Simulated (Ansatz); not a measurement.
## [H···H···CH$_{3}$], doublet along the distance H1-H2

Starting geometry:

```xyz
6

H    -1.8667    0.0000    0.0000
H    -1.1217    0.0000    0.0000
C     0.2003    0.0000    0.0000
H     0.2003   -1.0800    0.0000
H     0.2003    0.5400    0.9353
H     0.2003    0.5400   -0.9353
```

From there H2 is moved from one fragment to the other while all else, the fragments' distance too, stays fixed; atoms are numbered as listed. Energies are in kcal/mol, counted from the starting geometry at the same level.

Basis 6-31G; Ansatz 0.2.0. Only valence electrons are correlated (noble-gas cores frozen). Prefix R: restricted or restricted open-shell reference.

Full CI is exact within this basis and frozen core; it isn't the basis-set limit.

| distance H1-H2 (Å) | RHF |
| --- | --- |
| 0.693 | -1.1 |
| 0.745 | 0.0 |
| 0.778 | 1.5 |
| 0.811 | 3.2 |
| 0.844 | 4.8 |
| 0.878 | 6.2 |
| 0.911 | 7.1 |
| 0.944 | 7.9 |
| 0.977 | 8.7 |

Estimate the full CI curve in 6-31G from this one, knowing how RHF errs.

The computed full CI values, in kcal/mol from the starting point, and the error of RHF against them:
| distance H1-H2 (Å) | full CI | RHF less full CI |
| --- | --- | --- |
| 0.693 | 0.8 | -1.9 |
| 0.745 | 0.0 | 0.0 |
| 0.778 | 0.3 | 1.2 |
| 0.811 | 1.0 | 2.2 |
| 0.844 | 1.9 | 2.9 |
| 0.878 | 3.1 | 3.1 |
| 0.911 | 4.4 | 2.7 |
| 0.944 | 6.0 | 1.9 |
| 0.977 | 7.9 | 0.8 |

The error spans 5.0 kcal/mol and is largest, 3.1 kcal/mol, at 0.878 Å.
